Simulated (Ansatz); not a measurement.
**Solid bromine**

Calculation: PBE-D3(BJ) (Ansatz, a program for electronic structure, PAW).

Run with plane-wave cutoff 500 eV, 8×8×4 k mesh (along the axes of the cell as run), gaussian smearing 0.02 eV, scalar-relativistic PAW data made under PBE.

Cell: relaxed at this level.

| Quantity | Result |
|---|---|
| volume per atom | 31.05 Å³/atom |
| lattice parameter a | 6.982 Å |
| lattice parameter b | 4.146 Å |
| c axis length | 8.581 Å |
| band gap | 1.32 eV (on the SCF k mesh) |

Spin–orbit coupling is not included.

The computed numbers hold no vibrational or temperature effects.

Cost on a shared machine: roughly 110 core-seconds.
